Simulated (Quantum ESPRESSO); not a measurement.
# Rutile CrO₂

Level of theory: PBE (norm-conserving pseudopotentials; Quantum ESPRESSO).

Numerical settings: plane-wave cutoff 1279 eV, 6×6×10 k mesh (along the axes of the cell as run), Fermi–Dirac smearing 0.05 eV, ferromagnetic start, spin-polarised with parallel moments.

Cell: relaxed at this level.

| Property | Result |
|---|---|
| volume per atom | 9.61 Å³/atom |
| magnetic moment (largest site, within a sphere) | 1.78 μB |

Note: eigenvalues not converged.

Moments are spin moments.

Static lattice: no zero-point or thermal effects.

It cost very roughly 19 core-minutes of CPU time.
